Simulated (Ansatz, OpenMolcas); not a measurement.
# C4H8 (cyclobutane): the vertical ionisation energy from total energies

The species is C4H8 (12 atoms), meant as a singlet with charge 0. SMILES: `C1CCC1`. Geometry: relaxed at PBE0-D4/def2-TZVP.

```csv
atom,x (Å),y (Å),z (Å)
C,-0.9156,0.2958,-0.4762
C,-0.3571,0.3460,0.9592
C,1.0136,-0.0705,0.3914
C,0.2848,-0.5897,-0.8632
H,-0.8581,1.2746,-0.9584
H,-1.9195,-0.1055,-0.6238
H,-0.7862,-0.4446,1.5795
H,-0.4231,1.2891,1.5042
H,1.6287,0.8023,0.1600
H,1.6153,-0.7767,0.9660
H,0.0413,-1.6507,-0.7697
H,0.7531,-0.4253,-1.8350
```

Both states at this one shape; open shells run unrestricted unless said. 1 Eh = 27.2114 eV.

```
                              level     program  singlet C4H8 (Eh)  doublet [C4H8]+ (Eh)  HOMO of the first (eV)
M06-2X/6-31G* (spherical functions)  OpenMolcas        -157.122237           -156.722005                   -9.70
 B3LYP/6-31G* (Cartesian functions)      Ansatz        -157.212745           -156.820372                   -8.16
```

Problem. Work out the vertical ionisation energy at each level.

Solution. 
1. M06-2X/6-31G* (spherical functions): -156.722005 − (-157.122237) = 0.400232 Eh = 10.89 eV; −ε(HOMO) = 9.70 eV.
2. B3LYP/6-31G* (Cartesian functions): -156.820372 − (-157.212745) = 0.392373 Eh = 10.68 eV; −ε(HOMO) = 8.16 eV.

No measured value is set beside it here; the levels span 10.68 to 10.89 eV.
